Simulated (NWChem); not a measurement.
## Correlation energy of nitrogen (N2)

SMILES: N#N
```xyz
2

N      0.0000     0.0000     0.5502
N      0.0000     0.0000    -0.5502
```
Charge 0, spin multiplicity 1.

Everything below was run with NWChem. Structure: optimised with B3LYP/def2-SVP, a minimum by its harmonic frequencies.

Basis set: def2-TZVP. Each correlation energy counts from its own Hartree-Fock reference.

The correlated methods keep 2 core orbitals frozen. Coupled-cluster values serve here as a point of comparison, not as the truth.

### Question
For the correlation energy, CR-CCSD(T) gives -386.4 mHa and CCSD gives -371.4 mHa. What do SCS-MP2, CCSD(T), CCSD+T(CCSD) give?

### Answer
SCS-MP2: -364.7 mHa; CCSD(T): -389.9 mHa; CCSD+T(CCSD): -390.7 mHa.
